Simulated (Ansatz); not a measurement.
Basis sets compared for B3⁻. Charge -1, multiplicity 1. Geometry PBE-D4/def2-TZVPD. Ansatz on 4 threads of AMD EPYC 7R43 on a shared host; times are rough, and most runs start from earlier orbitals.

Cartesian coordinates in Å:
```
B -0.7137 -0.5233 -0.1333
B -0.0593 0.7075 0.5448
B 0.7730 -0.1842 -0.4115
```

At PBE-D4/def2-SVPD, PBE-D4/def2-TZVPD the highest occupied level of the charge -1 singlet lies above zero (up to 0.09 eV). By energy differences its removal costs 2.62 eV (vertical, to the charge 0 doublet, at LC-ωPBE (ω = 0.30 bohr⁻¹)/def2-TZVPD). The structure comes from a short search, and lower isomers may exist.

```json
{"level": "PBE-D4/def2-SVPD", "functions": "60", "energy (Eh)": "-74.2069", "HOMO (eV)": "0.09", "LUMO (eV)": "2.22", "wall time": "0.25 s"}
{"level": "PBE0-D4/def2-SVPD", "functions": "60", "energy (Eh)": "-74.2057", "HOMO (eV)": "-0.81", "LUMO (eV)": "2.95", "wall time": "0.3 s"}
```

Estimate the rows for PBE-D4/def2-TZVPD, PBE0-D4/def2-TZVPD.


| level | functions | energy (Eh) | HOMO (eV) | LUMO (eV) | wall time |
| --- | --- | --- | --- | --- | --- |
| PBE-D4/def2-TZVPD | 111 | -74.2873 | 0.03 | 2.13 | 0.55 s |
| PBE0-D4/def2-TZVPD | 111 | -74.2857 | -0.86 | 2.87 | 0.7 s |
